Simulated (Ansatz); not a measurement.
**SiNH (triplet): wave-function methods side by side at distance Si1–N2 = 1.651 Å, 6-31G**

How much of the correlation energy of SiNH (triplet) does each wave-function method recover here?

The runs use Ansatz 0.2.0, Gaussian basis; 6-31G, core rule «outside noble gas», up to 6 orbitals frozen.

The runs, in order: UHF; CCSD(T) on ROHF; CCSD(T) on UHF; BCCD(T) on ROHF; CISD; CCSDT(Q) on ROHF; CCSDT(Q) on UHF; CCSDTQ on ROHF; CCSDTQ on UHF; CASSCF and MRCISD+Q, 4 electrons in 4 orbitals; CASSCF and NEVPT2, 4 electrons in 4 orbitals; CASSCF and MRCISD+Q, 10 electrons in 9 orbitals; CASSCF and NEVPT2, 10 electrons in 9 orbitals; Full CI.

3 further runs of the same task are left out: 2 for a known fault of the program, 1 that didn't finish.

## (1) The system

The geometry derives from a PBE0/def2-TZVP stationary point (not a proven minimum). One bond is set to the value named and the two fragments are kept rigid.

3 atoms, charge 0, spin multiplicity 3.

Atoms are counted from 1 here; the program's logs count them from 0.

Bond lengths: Si1–N2 1.651 Å, Si1–H3 1.520 Å. Angles: N2–Si1–H3 110.7°.

## (2) UHF

File in.yaml:

```yaml
crystal:
  periodic: [false, false, false]
  atoms:
    - {symbol: Si, position_ang: [0.000000, -0.096456, 0.516159]}
    - {symbol: N, position_ang: [0.000000, 0.103488, -1.122923]}
    - {symbol: H, position_ang: [0.000000, 1.249554, 1.222147]}
basis:
  gaussian: {orbitals: 6-31G}
magnetization: {spin_polarized: true, initial_magnetization: 2}
hamiltonian: {xc: hf}
output: {orbitals: {seedname: orbitals}}
```

Launch:

```console
ansatz run in.yaml --threads 1 --pin off --events-out ev --progress --plain --max-ram 4096MiB --backend cpu
```

The runs that follow: CCSD(T) on ROHF; CCSD(T) on UHF; BCCD(T) on ROHF; CISD; CCSDT(Q) on ROHF; CCSDT(Q) on UHF; CCSDTQ on ROHF; CCSDTQ on UHF; CASSCF and MRCISD+Q, 4 electrons in 4 orbitals; CASSCF and NEVPT2, 4 electrons in 4 orbitals; CASSCF and MRCISD+Q, 10 electrons in 9 orbitals; CASSCF and NEVPT2, 10 electrons in 9 orbitals; Full CI.

Before running them: what should the planned runs give, taken together? Wanted: FCI below the RHF energy; RMP2 from FCI; UMP2 from FCI; RCCSD from FCI; RCCSD(T) from FCI; UCCSD(T) from FCI; RCCSDT(Q) from FCI; UCCSDT(Q) from FCI; NEVPT2 pair from FCI.

**Answer**, as computed:

| quantity | value |
| --- | --- |
| FCI below the RHF energy | -4.4907 eV |
| RMP2 from FCI | +76.6 kJ/mol |
| UMP2 from FCI | +158.8 kJ/mol |
| RCCSD from FCI | +26.3 kJ/mol |
| RCCSD(T) from FCI | +6.9 kJ/mol |
| UCCSD(T) from FCI | +6.6 kJ/mol |
| RCCSDT(Q) from FCI | 0.0 kJ/mol |
| UCCSDT(Q) from FCI | -2.2 kJ/mol |
| NEVPT2 pair from FCI | +85.9 kJ/mol |
| MRCISD+Q pair from FCI | +20.4 kJ/mol |
| NEVPT2 valence from FCI | +40.2 kJ/mol |
| levels within 1 kcal/mol (43 meV) | RCCSDT, UCCSDT, RCCSDT(Q), UCCSDT(Q), RCCSDTQ, UCCSDTQ, MRCISD+Q valence |
| T1 diagnostic | 0.061 |
| effectively unpaired electrons | 2.21 |

In words: RCCSD(T) lands +6.9 kJ/mol from the yardstick (1.6 % of the correlation energy). UCCSDT(Q) falls below full CI: unrestricted runs freeze a spin-polarised core, another one than full CI's, and coupled cluster isn't variational. The occupations show some static correlation. Of the multireference levels listed MRCISD+Q valence comes nearest in total energy (+2.5 kJ/mol), which doesn't show that its space is the better one. Coupled cluster took another determinant than the lowest Hartree-Fock one. These misses are within one basis, not against nature; the frozen cores of restricted and unrestricted runs differ, which can shift their rows.
